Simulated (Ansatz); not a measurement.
## A ladder of methods for CF3 (trifluoromethyl radical)

CF3 has 4 atoms, charge 0, and is taken as a doublet. As SMILES, `F[C](F)F`. Geometry: relaxed at PBE0-D4/def2-TZVP.

```xyz
4

F    -1.2275    0.0249    0.2654
C    -0.0395   -0.0595   -0.2867
F     0.6589   -1.0449    0.2273
F     0.6081    1.0795   -0.2059
```

Each level gives the energy change with the C2–F4 bond stretched from 1.313 to 3.282 Å (eV). The values are calculated.

```json
{"level": "UHF/STO-3G", "kind": "Hartree–Fock", "program": "Ansatz", "value (eV)": "2.48", "less FCI/STO-3G": "+0.06"}
{"level": "UBLYP/STO-3G", "kind": "GGA", "program": "Ansatz", "value (eV)": "3.66", "less FCI/STO-3G": "+1.24"}
{"level": "U-r2SCAN/STO-3G", "kind": "meta-GGA", "program": "Ansatz", "value (eV)": "3.70", "less FCI/STO-3G": "+1.28"}
{"level": "UBHLYP/STO-3G", "kind": "global hybrid", "program": "Ansatz", "value (eV)": "3.43", "less FCI/STO-3G": "+1.01"}
{"level": "UHSE06/STO-3G", "kind": "range-separated hybrid", "program": "Ansatz", "value (eV)": "3.77", "less FCI/STO-3G": "+1.35"}
{"level": "RPA@PBE/STO-3G", "kind": "RPA", "program": "Ansatz", "value (eV)": "1.68", "less FCI/STO-3G": "-0.74"}
{"level": "UMP2/STO-3G", "kind": "perturbation theory", "program": "Ansatz", "value (eV)": "2.61", "less FCI/STO-3G": "+0.19"}
{"level": "UCCSDT(Q)/STO-3G", "kind": "coupled cluster or CI", "program": "Ansatz", "value (eV)": "2.42", "less FCI/STO-3G": "0.00"}
{"level": "FCI/STO-3G", "kind": "exact in the basis", "program": "Ansatz", "value (eV)": "2.42", "less FCI/STO-3G": "0.00"}
```

FCI/STO-3G is exact within its basis and frozen core, so for wave-function methods in that basis the difference is their error; functionals converge differently with the basis, so for them it is only a difference. The first shape isn't each level's own minimum. The values span 1.68 to 3.77 eV. Spin contamination of the reference (⟨S²⟩ at least 0.1 too high) touches UHF/STO-3G, UMP2/STO-3G, UCCSDT(Q)/STO-3G. All rows use very small basis sets, so none should be taken for the real molecule's value.
